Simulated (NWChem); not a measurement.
# carbonyl sulfide (COS); SMILES C(=O)=S

```xyz
3

O     -1.6765     0.0270     0.0223
C     -0.5204     0.0083     0.0069
S      1.0432    -0.0168    -0.0139
```
Atoms are numbered in this order, from 1.

Results from NWChem. The geometry was optimised at PBE0/def2-SVP. B3LYP is NWChem's, with the RPA form of VWN correlation. GIAO values for the isolated, static molecule; σ is the absolute isotropic shielding, δ = σ(reference) − σ with the isolated reference molecule computed at the same levels (13C: tetramethylsilane, 17O: water).

| level | δ O1 (ppm) | δ C2 (ppm) | σ S3 (ppm) |
|---|---|---|---|
| PBE/pcSseg-1 | 267.9 | ? | ? |
| B3LYP/IGLO-III | 248.6 | 163.0 | 770.5 |
| PBE0/pcSseg-1 | 267.6 | 161.9 | 768.6 |

Q: Complete the blanks.

A: 
- PBE/pcSseg-1, δ C2 (ppm): 152.4
- PBE/pcSseg-1, σ S3 (ppm): 761.8
